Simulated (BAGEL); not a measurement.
# [NO3]− (nitrate): HF/3-21G (density fitting with cc-pvqz-jkfit)

Aim: the vertical ionisation energy of [NO3]− (nitrate) at HF/3-21G (density fitting with cc-pvqz-jkfit), from 2 runs. 

Program for the calculation: BAGEL 1.2.2.

6 further runs of the same task are left out: 4 that didn't finish, 2 set aside as unsound or not needed. Runs told in other sessions of the task aren't counted.

## Step 1: The molecule

[NO3]− has 4 atoms, charge -1, and is taken as a singlet. As SMILES, `O=[N+]([O-])[O-]`. The coordinates come from a PBE0-D4/def2-TZVPD relaxation.

Bond lengths: O1–N2 1.247 Å, N2–O3 1.247 Å, N2–O4 1.247 Å. Angles: O1–N2–O3 120.0°, O1–N2–O4 120.0°, O3–N2–O4 120.0°.

## Step 2: The energy at HF/3-21G (density fitting with cc-pvqz-jkfit)

File hf.json:

```json
{ "bagel": [

{
  "title": "molecule",
  "basis": "3-21g",
  "df_basis": "cc-pvqz-jkfit",
  "angstrom": true,
  "geometry": [
    { "atom": "O", "xyz": [       0.296520,       0.524040,       1.091530 ] },
    { "atom": "N", "xyz": [       0.000000,       0.000000,       0.000000 ] },
    { "atom": "O", "xyz": [       0.470440,      -1.113360,      -0.305120 ] },
    { "atom": "O", "xyz": [      -0.766950,       0.589330,      -0.786420 ] }
  ]
},

{ "title": "hf", "charge": -1 },

{ "title": "print", "file": "orbitals.molden", "orbitals": true }

]}
```

On the command line:

```sh
$ BAGEL_NUM_THREADS=1 BAGEL hf.json > hf.out
```

The program printed:

```text
* using 1 threads per process

  ===============================================================
  ===============================================================

  *** Geometry ***

  { "atom" : "O", "xyz" : [      0.560342,      0.990292,      2.062693 ] },
  { "atom" : "N", "xyz" : [      0.000000,      0.000000,      0.000000 ] },
  { "atom" : "O", "xyz" : [      0.889003,     -2.103945,     -0.576593 ] },
  { "atom" : "O", "xyz" : [     -1.449325,      1.113672,     -1.486118 ] },

  Number of auxiliary basis functions:      424

  Since a DF basis is specified, we compute 2- and 3-index integrals:
    o Being stored without compression. Storage requirement is 0.004 GB

  Number of basis functions:       36
  Number of electrons      :       31

    * METHOD: MOLECULE                             0.11

  *** RHF ***

  === Nuclear Repulsion ===
   118.3725434864

      * DIIS with orbital gradients will be used.

  === RHF iteration (3-21g) ===
      0       -277.03321733          0.05606891           0.01
      1       -277.15881771          0.04142653           0.01
      2       -277.28233382          0.00182258           0.01
      3       -277.28307549          0.00063541           0.01
      4       -277.28319026          0.00015424           0.01
      5       -277.28319615          0.00004491           0.01
      6       -277.28319665          0.00000673           0.01
      7       -277.28319666          0.00000059           0.01
      8       -277.28319666          0.00000027           0.01
      9       -277.28319666          0.00000009           0.01
     10       -277.28319666          0.00000001           0.01
    * SCF iteration converged.

    * Permanent dipole moment:
           (    0.000005,     0.000004,    -0.000006) a.u.

    * METHOD: HF                                   0.19

    * METHOD: PRINT                                0.00

  ===============================================================
```

Run time: 0.44 s. Hardware: 1 thread of Arm Neoverse V1, shared host; peak memory 0.083 GiB.

## Step 3: Doublet neutral NO3

File hf.json:

```json
{ "bagel" : [

{
  "title" : "molecule",
  "basis" : "3-21g",
  "df_basis" : "cc-pvqz-jkfit",
  "angstrom" : true,
  "geometry" : [
    { "atom" : "O", "xyz" : [    0.296520,    0.524040,    1.091530 ] },
    { "atom" : "N", "xyz" : [    0.000000,    0.000000,    0.000000 ] },
    { "atom" : "O", "xyz" : [    0.470440,   -1.113360,   -0.305120 ] },
    { "atom" : "O", "xyz" : [   -0.766950,    0.589330,   -0.786420 ] }
  ]
},
{
  "title" : "uhf",
  "nopen" : 1
},
{
  "title" : "print",
  "file" : "orbitals.molden",
  "orbitals" : true
}

]}
```

On the command line:

```sh
$ BAGEL_NUM_THREADS=1 BAGEL hf.json > hf.out
```

The program printed:

```text
* using 1 threads per process

  ===============================================================
  ===============================================================

  *** Geometry ***

  { "atom" : "O", "xyz" : [      0.560342,      0.990292,      2.062693 ] },
  { "atom" : "N", "xyz" : [      0.000000,      0.000000,      0.000000 ] },
  { "atom" : "O", "xyz" : [      0.889003,     -2.103945,     -0.576593 ] },
  { "atom" : "O", "xyz" : [     -1.449325,      1.113672,     -1.486118 ] },

  Number of auxiliary basis functions:      424

  Since a DF basis is specified, we compute 2- and 3-index integrals:
    o Being stored without compression. Storage requirement is 0.004 GB

  Number of basis functions:       36
  Number of electrons      :       31

    * METHOD: MOLECULE                             0.11

  *** Open-shell HF ***

  === Nuclear Repulsion ===
   118.3725434864

      * DIIS with orbital gradients will be used.

  === UHF iteration (3-21g) ===
      0       -276.92545120          0.09706307           0.03
      1       -277.02261122          0.07666532           0.03
      2       -277.07386625          0.05568850           0.03
      3       -277.12892290          0.00140611           0.03
      4       -277.12917603          0.00058209           0.03
      5       -277.12923298          0.00013928           0.03
      6       -277.12924236          0.00002546           0.03
      7       -277.12924472          0.00000472           0.03
      8       -277.12924560          0.00000412           0.03
      9       -277.12924575          0.00000217           0.03
     10       -277.12924597          0.00000316           0.03
     11       -277.12924581          0.00000253           0.03
     12       -277.12924578          0.00000142           0.03
     13       -277.12924609          0.00000094           0.03
     14       -277.12924628          0.00000038           0.03
     15       -277.12924628          0.00000027           0.03
     16       -277.12924628          0.00000012           0.03
     17       -277.12924629          0.00000005           0.03
     18       -277.12924629          0.00000003           0.03
     19       -277.12924629          0.00000001           0.03
    * SCF iteration converged.

    * S^2 (UHF) is 0.7728

    * Permanent dipole moment:
           (    0.000003,     0.000004,    -0.000006) a.u.

    * METHOD: UHF                                  0.62

    * METHOD: PRINT                                0.00

  ===============================================================
```

It took 0.87 s on 1 thread of Arm Neoverse V1, shared host; peak memory 0.083 GiB.

## Step 4: What came out

Level: HF/3-21G (density fitting with cc-pvqz-jkfit).

| quantity | value |
| --- | --- |
| singlet [NO3]−: total energy | -277.28320 Eh |
| singlet [NO3]−: HOMO energy | -5.08 eV |
| singlet [NO3]−: LUMO energy | 10.61 eV |
| singlet [NO3]−: HOMO–LUMO gap (to an unbound level, set by the basis) | 15.69 eV |
| doublet neutral NO3: total energy | -277.12925 Eh |
| doublet neutral NO3: dipole moment | 0.00 D |
| doublet neutral NO3: ⟨S²⟩ | 0.773 |
| vertical detachment energy (to the doublet neutral) | 4.189 eV |

**Reading.** The vertical ionisation energy comes to 4.19 eV (404 kJ/mol). The negative HOMO energy of the first species, 5.08 eV, lies 0.89 eV above that difference.
